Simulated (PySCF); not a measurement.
## The S–F bond energy of SF₅

These are results of PBE0/[S def2-SVP, F def2-SVP], no relativity, density fitting, PySCF, not measurements.

Each entry is the lowest minimum that a search over a few typed start shapes (and spin states, where more than one is plausible) found, or that minimum re-optimised at the stated level; isomers with ligand–ligand bonds, or fragments after loss of a ligand pair, can lie lower.

Total energies (Eh), which compare only within these settings: F atom -99.54905.

```tsv
species	2S+1	group	E (Eh)	ZPE (kJ/mol)
SF₄	1	C2v	-796.51373	31.6
SF₅	2	C4v	-896.12860	41.5
```

Question: What are De and D0 for SF₅ → SF₄ + F?

Answer: De = [(-796.51373) + (-99.54905) − (-896.12860)] × 2625.5 = 173 kJ/mol. The zero-point energy changes by -9.9 kJ/mol, so D0 = 163 kJ/mol.

Atoms and open shells are unrestricted, without spin–orbit or basis-set superposition corrections.
